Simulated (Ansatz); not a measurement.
Coupled-cluster run, C2H5NO, SMILES `CNC=O`.

```yaml
crystal:
  periodic: [false, false, false]
  atoms:
    - {symbol: C, position_ang: [-0.320008, 0.595917, -0.882364]}
    - {symbol: N, position_ang: [-0.338725, -0.404461, 0.154302]}
    - {symbol: C, position_ang: [0.657272, -0.546874, 1.055210]}
    - {symbol: O, position_ang: [1.660894, 0.125804, 1.103684]}
    - {symbol: H, position_ang: [-0.361833, 0.139374, -1.874365]}
    - {symbol: H, position_ang: [-1.155517, 1.292752, -0.777775]}
    - {symbol: H, position_ang: [0.613086, 1.148898, -0.787858]}
    - {symbol: H, position_ang: [-1.123159, -1.028862, 0.223833]}
    - {symbol: H, position_ang: [0.456490, -1.368748, 1.768332]}
basis:
  gaussian: {orbitals: def2-TZVPP}
correlation: {method: ccsd_t}
output: {orbitals: {seedname: orbitals}}
```

```sh
$ ansatz run in.yaml --threads 4 --pin off --events-out ev --progress --plain
```

The program prints (abridged):

```
Functional definition: HF
1165 factors; integrals over basis functions are off by at most 1.0e-3 eV
mean field evaluation 1: about -5657.7795 eV, gradient 4.1e1 eV
mean field evaluation 2: about -5657.7843 eV, gradient 4.1e1 eV
mean field evaluation 4: about -5661.2858 eV, gradient 4.7e0 eV
mean field evaluation 8: about -5661.3552 eV, gradient 4.3e-1 eV
mean field evaluation 16: about -5661.2806 eV, gradient 4.7e0 eV
mean field -5661.35702997 eV, -208.0510334456 hartree, gradient 5.3e-6 eV, S^2 0.000000; 0 other end points of the search recorded, 0 dependent functions left out
4 core orbitals not correlated: weight in the atoms' cores, before any rotation towards them, 1.000 or more for the frozen orbitals, at most 0.000 for the correlated occupied ones
reference -5661.35702997 eV, -208.0510334456 hartree; 12, 12 occupied and 178, 178 virtual orbitals, 1165 factors
second order -21.06238227 eV of doubles, -0.00000000 eV of singles
cycle   1  -20.99644246 eV  change    6.6e-2 eV  update   1.1e-1
cycle   2  -21.52162547 eV  change   -5.3e-1 eV  update   3.4e-2
cycle   3  -21.66235943 eV  change   -1.4e-1 eV  update   1.8e-2
cycle   4  -21.65101320 eV  change    1.1e-2 eV  update   5.0e-3
cycle   5  -21.64709979 eV  change    3.9e-3 eV  update   2.3e-3
cycle   6  -21.64810465 eV  change   -1.0e-3 eV  update   7.7e-4
cycle   7  -21.64776052 eV  change    3.4e-4 eV  update   2.5e-4
cycle   8  -21.64759445 eV  change    1.7e-4 eV  update   8.2e-5
cycle   9  -21.64760347 eV  change   -9.0e-6 eV  update   4.2e-5
cycle  10  -21.64760972 eV  change   -6.2e-6 eV  update   1.5e-5
perturbative correction -0.90459102 eV, -0.0332431067 hartree
Total energy: -5683.90923070 eV, -208.8798115362 hartree
```

It took 20 s on 4 threads of a server CPU on a shared host, with 2.6 GiB of host memory at the peak.

Correlation energy per correlated electron: -0.940 eV. T1 diagnostic: 0.0148.
